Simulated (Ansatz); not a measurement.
# Several solutions for doublet SiN

```xyz
2

Si    0.0000    0.0000    0.0000
N     0.0000    0.0000    3.1400
```

Basis set: def2-SVP (spherical functions). Charge 0, multiplicity 2.

UHF was run from several starts with Ansatz (development build ahead of 0.2.0).

| run | program | start | converged | energy (hartree) | <S²> |
| --- | --- | --- | --- | --- | --- |
| A | Ansatz | search for the lowest state | yes | -343.08962 | 2.76 |
| B | Ansatz | stability test followed | yes | -343.08962 | 2.76 |
| C | Ansatz | atomic start, no search | yes | -343.08831 | 2.70 |

(1) Which runs reached the lowest solution of this kind, and what is wrong with the others?

Answers

(1) A, B reached the lowest solution found. Converged but too high: C by 0.04 eV. Convergence only shows a stationary point, and even a stable one can lie too high; stability tests and further starts are what find lower ones. Caution: the unrestricted determinant is a mixture of spin states.
